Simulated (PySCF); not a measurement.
Gas-phase reaction: 2 H₂BNH₂ = B₂H₆ + N₂H₂

Method: PySCF energies (xtb for GFN2) plus ideal-gas RRHO corrections (1 bar). † marks an energy on the PBE0/def2-TZVP geometry and frequencies; other levels use their own. MP2 and CCSD(T) freeze the core. 6-31G* has spherical d functions here. All species are closed-shell singlets. B3LYP is the form with VWN-RPA correlation. H₂BNH₂: computed as isolated molecules; such fragments, hydroxides, amides, oligomers or adducts are transient or little studied in the gas. MP2 isn't extrapolated to the basis-set limit; its ΔH°(298 K) is 423.9 kJ in def2-SVP and 419.0 kJ in def2-TZVPP. CCSD(T) isn't extrapolated to the basis-set limit; its ΔH°(298 K) is 404.1 kJ in def2-SVP and 400.5 kJ in def2-TZVPP. The harmonic model lacks anharmonicity and excited electronic states, which grow with temperature; levels with a mode under 35 cm⁻¹ are left out.

| level | ΔE electronic, kJ | ΔH°(298 K), kJ | ΔS°(298 K), J/K | ΔG°(600 K), kJ |
|---|---|---|---|---|
| B3LYP/6-31G* | 405 | 394 | -7 | 399 |
| CCSD(T)/def2-TZVPP† | 413 | 400 | -6 | 405 |
| GFN2-xTB | 438 | 418 | -6 | 422 |
| HF/6-31G* | 451 | 442 | -8 | 447 |
| MP2/def2-SVP† | 436 | 424 | -6 | 428 |
| PBE/def2-SVP | 405 | 391 | -5 | 395 |
| r2SCAN/def2-TZVP† | 415 | 403 | -6 | 407 |
ΔH° is lowest at PBE/def2-SVP and highest at HF/6-31G*. No reference value is set beside these.
